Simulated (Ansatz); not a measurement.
Cartesian coordinates (Å):
SMILES: [Al]([F])([F])[F]
```xyz
4

F     -0.9428    -1.3266    -0.0016
Al    -0.0001    -0.0001     0.0000
F      1.6202    -0.1531     0.0019
F     -0.6773     1.4798    -0.0003
```
Charge 0, multiplicity 1.

These are frozen-core CCSD(T)/cc-pVTZ // CAM-B3LYP-D3(BJ)/def2-TZVP in Ansatz (an electronic-structure program) values and carry that method's errors.

| Quantity | Value |
|---|---|
| HF energy | -540.59380 Ha |
| MP2 correlation energy | -0.83040 Ha |

Q: Estimate the CCSD correlation energy, the (T) correction, the total energy and the T1 diagnostic.

A: 
```json
{
  "CCSD correlation energy": "-0.82663 Ha",
  "(T) correction": "-0.02288 Ha",
  "CCSD(T) total energy": "-541.44331 Ha",
  "T1 diagnostic": "0.012"
}
```
